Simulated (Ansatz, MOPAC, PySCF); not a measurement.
System: triplet methylene, CH$_{2}$, charge 0, multiplicity 3. SMILES: [CH2]
Geometry from a B3LYP-D3(BJ)/def2-TZVP (Ansatz, a first-principles code) optimisation:
```xyz
3

C      0.0094     0.0032     0.1026
H     -0.0192     0.9863    -0.3393
H     -0.0373    -1.0052    -0.2764
```
Charge 0, spin multiplicity 3.

Wanted: enthalpy of formation at 298 K, in kcal/mol. Terms: spin-orbit terms left out; 6-311+G** with 5d; non-relativistic; six Cartesian d functions in 6-31G* and its kin unless marked 5d; open shells spin-unrestricted; dispersion terms only where a functional's name holds one; valence correlation only; LANL2DZ all-electron up to Ne. Basis-set limits of correlation are two-point, X^-3; Hartree-Fock from the larger set (for Q and 5 zeta extrapolated as (X+1)exp(-9√X)). First-principles rows: single points at B3LYP-D3(BJ) geometries (Ansatz), with unscaled harmonic terms from B3LYP/6-31G* at its own minima, enthalpies of formation by atomisation with measured atoms. Semi-empirical rows: MOPAC heats of formation at their own minima for 298 K.

Measured values: G2/97 table in ASE (Curtiss et al.); they hold spin-orbit and core effects, anharmonicity. 

Value to compare with, the measured value: 93.7 kcal/mol.

```
level                                program  enthalpy of formation at 298 K (kcal/mol)  error
----------------------------  --------------  -----------------------------------------  -----
PM6                                    MOPAC                                       74.3  -19.4
MNDO                                   MOPAC                                       73.9  -19.8
HF/STO-3G                             Ansatz                                       94.2    0.5
PBE/def2-SVP                          Ansatz                                       89.5   -4.2
B3LYP/6-31G                           Ansatz                                       96.5    2.8
B3LYP/6-31G*                          Ansatz                                       94.1    0.4
MP2/STO-3G                            Ansatz                                       85.7   -8.0
MP2/LANL2DZ                           Ansatz                                      118.4   24.7
MP2/6-311+G**                         Ansatz                                      103.1    9.4
B3PW91/6-31G* (5d)                     PySCF                                       91.6   -2.1
PBE/def2-TZVPD                        Ansatz                                       90.0   -3.7
r2SCAN-D4/def2-TZVPD          Ansatz + dftd4                                       88.0   -5.7
wB97X-V/def2-TZVPD                    Ansatz                                       96.2    2.5
CCSD(T)/CBS(cc-pVQZ,cc-pV5Z)          Ansatz                                       94.3    0.6
```

Among the 10 habitual levels, MP2/LANL2DZ lies farthest from the measured value (24.7 kcal/mol); 5 of 10 lie above it, and their mean absolute error is 9.1 kcal/mol, the median 6.1. One case shows no general order.

The levels are drawn from those run, B3LYP/6-31G* more often than the rest, none by its result; runs whose electronic state is in doubt are left out.
